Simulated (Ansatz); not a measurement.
`C=CC(F)Cl` → 3 C• + Cl• + F• + 4 H•  (atomization)

Calculated with Ansatz (gas phase, PBE0-D4/def2-TZVP geometries, no zero-point term in ΔE). CCSD(T)/CBS adds triple-zeta CCSD(T) − MP2 to the extrapolated MP2 energy (def2 sets, frozen cores). This one scheme is used for every species, atoms too. DFT in def2-TZVPP. HSE06 is defined as in plane-wave codes. No spin–orbit coupling; open shells (•) take unrestricted orbitals. Spin–orbit coupling would lower the free atoms: a little for C, Cl, F. Each species was taken in one conformer, which may not be the lowest.

What is ΔE at CCSD(T)/CBS? (An estimate is asked.)

The calculation gave: +846.4 kcal/mol.

What do these levels give: HSE06-D4, revPBE, r2SCANh, MP2/def2-SVP, CCSD/def2-SVP, MP2/def2-QZVPP? (An estimate is asked.)

The calculation gave: HSE06-D4 856.8, revPBE 838.2, r2SCANh 844.4, MP2/def2-SVP 822.6, CCSD/def2-SVP 797.2, MP2/def2-QZVPP 858.4 kcal/mol.

What do rigid-rotor, harmonic-oscillator terms from PBE0-D4/def2-TZVP frequencies (298.15 K, 1 bar) make of the CCSD(T)/CBS value? (An estimate is asked.)

Computed: ΔZPE = -40.2 kcal/mol, ΔH = +815.6 kcal/mol, ΔS = 949 J/(mol·K), ΔG = +748.0 kcal/mol. Open shells count their whole term as degenerate.

Largest T1 diagnostic among the species: 0.011.

The D4 term adds +6.6 kcal/mol with B3LYP and +3.4 kcal/mol with PBE0; it sums over pairs of atoms, weighted by their polarisabilities, and B3LYP, whose exchange is more repulsive, gets the larger term. From r2SCAN to r2SCAN0 (25 % exact exchange), in def2-TZVPP and without D4, ΔE moves by −16.2 kcal/mol: exact exchange takes away binding that semilocal exchange gives to molecules.

B3LYP here is the variant with VWN-RPA as its local correlation; programs differ in this.

For atomizations the MP2-based limit and the directly extrapolated one differ by several kJ/mol either way, and by 10 to 25 for some Ge, Se and Sn compounds, so smaller differences from it don't rank the levels.
